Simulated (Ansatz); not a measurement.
A nudged elastic band was laid between two geometries of C₂H₅Si (8 atoms, charge 0, multiplicity 2).

These are results of UKS PBE0-D4/def2-SVP in Ansatz 0.2.0, not measurements.

| Item | Value |
| --- | --- |
| movable images | 7 |
| climbing image | yes |
| spring | 5.0 eV/Å² |
| optimiser | quadratic models (default) |
| start path | through a guess of the saddle point |
| force threshold | 0.5 eV/Å |
| iteration limit | 60 |
| end points | relaxed |

Image 0:

```xyz
8
Properties=species:S:1:pos:R:3
C -0.932 0.707 -0.694
C 0.181 0.577 0.053
Si 0.655 -0.954 0.969
H -1.623 -0.127 -0.855
H -1.195 1.653 -1.179
H 0.821 1.460 0.180
H 2.132 -1.145 1.080
H -0.038 -2.172 0.447
```

Image 8:

```xyz
8
Properties=species:S:1:pos:R:3
C -0.650 0.525 -0.728
C 0.428 0.358 0.214
Si 0.593 -1.029 1.531
H -1.093 -0.341 -1.226
H -1.119 1.500 -0.875
H 0.920 1.289 0.529
H 1.256 -0.305 -0.227
H -0.337 -1.997 0.783
```

(1) Which bonds break or form, and what moves?

(2) What energy profile does the band end with?

(3) What is the geometry of the highest image?

Answers

(1) Bonds broken: Si3–H7. Bonds formed: C2–H7.

(2) It converged. The highest image is number 5 of 0 to 8, 188.6 kJ/mol above the first end and 57.1 kJ/mol above the last; the last end lies 131.5 kJ/mol above the first. The threshold of 0.5 eV/Å is loose, so the images may lie well off the minimum-energy path. The order of the stationary point at the top wasn't checked.

```
image  path coordinate (Å)  energy (kJ/mol)  Si3–H7 (Å)  C2–H7 (Å)
    0                 0.00              0.0        1.49       2.80
    1                 0.41              3.0        1.49       2.73
    2                 0.82             15.4        1.50       2.60
    3                 1.23             44.5        1.50       2.36
    4                 1.64            109.4        1.51       1.97
    5                 2.04            188.6        1.61       1.51
    6                 2.44            144.8        1.87       1.19
    7                 2.82            134.4        1.95       1.16
    8                 3.22            131.5        2.01       1.15
```

(3) 
```xyz
8
Properties=species:S:1:pos:R:3:forces:R:3
C -0.766 0.587 -0.650 0.09 -0.03 0.13
C 0.212 0.399 0.345 0.15 0.06 -0.01
Si 0.755 -1.137 1.267 -0.20 -0.08 0.02
H -1.523 -0.183 -0.848 0.15 0.04 -0.08
H -0.788 1.506 -1.253 -0.09 -0.13 0.06
H 0.805 1.301 0.576 -0.06 -0.06 0.00
H 1.473 -0.369 0.044 -0.03 0.10 -0.19
H -0.168 -2.103 0.519 -0.01 0.09 0.07
```

Run time: 89 s on 2 threads of Arm Neoverse V1, with other jobs on the host, peak memory 0.18 GiB.
